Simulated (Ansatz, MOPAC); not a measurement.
How methods differ on PH (SMILES [PH])

PH, triplet, SMILES `[PH]`. Each level relaxes the structure for itself.

Quantity: the equilibrium bond length, in Å. The values are calculated.

| level | kind | program | value (Å) |
| --- | --- | --- | --- |
| RM1 | semi-empirical | MOPAC | 1.410 |
| MNDOD | semi-empirical | MOPAC | 1.360 |
| PM6 | semi-empirical | MOPAC | 1.454 |
| PM6-DH+ | semi-empirical | MOPAC | 1.454 |
| UPBE/STO-3G | GGA | Ansatz | 1.440 |
| UPBE/3-21G | GGA | Ansatz | 1.477 |
| UPBE/6-31G | GGA | Ansatz | 1.484 |
| UPBE/6-31G* (spherical functions) | GGA | Ansatz | 1.448 |
| UPBE/6-31G** (spherical functions) | GGA | Ansatz | 1.447 |
| UPBE/6-311G** | GGA | Ansatz | 1.446 |

The values span 1.360 to 1.484 Å. Without the sets that lack polarisation functions the rows with a basis span only 1.446 to 1.448 Å.
